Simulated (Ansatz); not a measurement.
# C4H4O: the cost of one run

The runs use Ansatz 0.2.0, Gaussian basis; the settings change from run to run.

## (1) The relaxed structure

The geometry comes from an earlier relaxation with PBE0-D4 in a triple-zeta def2 set; it is a stationary point, not always the lowest conformer.

SMILES `C#CC(=C)O`, 9 atoms, charge 0, spin multiplicity 1.

Atoms are counted from 1 here; the program's logs count them from 0.

Bond lengths: C1–C2 1.202 Å, C1–H6 1.065 Å, C2–C3 1.426 Å, C3–C4 1.332 Å, C3–O5 1.362 Å, C4–H7 1.079 Å, C4–H8 1.082 Å, O5–H9 0.961 Å. Angles: C2–C1–H6 178.9°, C1–C2–C3 177.0°, C2–C3–C4 123.1°, C2–C3–O5 116.0°, C4–C3–O5 121.0°, C3–C4–H7 120.0°, C3–C4–H8 120.5°, H7–C4–H8 119.5°, C3–O5–H9 108.9°.

Coordinates:

```tsv
atom	x (Å)	y (Å)	z (Å)
C1	-0.3741	2.0487	-0.4544
C2	-0.1601	0.9007	-0.1679
C3	0.0885	-0.4412	0.2447
C4	0.2961	-1.4390	-0.6131
O5	0.1035	-0.6582	1.5892
H6	-0.5623	3.0603	-0.7274
H7	0.2808	-1.2490	-1.6753
H8	0.4807	-2.4424	-0.2533
H9	-0.0644	0.1736	2.0402
```

## (2) PBE-QIDH/pcseg-2

This run has a point charge of 2.00 e beside it, relativity set to scalar, high accuracy, the search for lower states set to light.

File in.yaml:

```yaml
crystal:
  periodic: [false, false, false]
  atoms:
    - {symbol: C, position_ang: [-0.374084, 2.048688, -0.454417]}
    - {symbol: C, position_ang: [-0.160076, 0.900681, -0.167875]}
    - {symbol: C, position_ang: [0.088470, -0.441156, 0.244720]}
    - {symbol: C, position_ang: [0.296116, -1.438967, -0.613084]}
    - {symbol: O, position_ang: [0.103522, -0.658206, 1.589168]}
    - {symbol: H, position_ang: [-0.562315, 3.060339, -0.727355]}
    - {symbol: H, position_ang: [0.280805, -1.248965, -1.675328]}
    - {symbol: H, position_ang: [0.480680, -2.442432, -0.253275]}
    - {symbol: H, position_ang: [-0.064417, 0.173617, 2.040248]}
basis:
  gaussian: {orbitals: pcseg-2, point_charges: [{charge: 2.00, position_ang: [5.075, 0.979, 0.307]}]}
hamiltonian: {xc: {name: PBE-QIDH}, pseudopotentials: {relativity: scalar}}
accuracy: high
scf: {lower_state_search: light}
output: {forces: true}
```

The run is started by

```sh
> ansatz run in.yaml --threads 4 --pin off --events-out ev --progress --plain --max-ram 10444MiB
```

**Question.** How long does this run take on 4 threads of Intel Xeon Platinum 8488C, shared host, and how much memory does it need?

About 19 s, with a peak of 1.2 GiB.
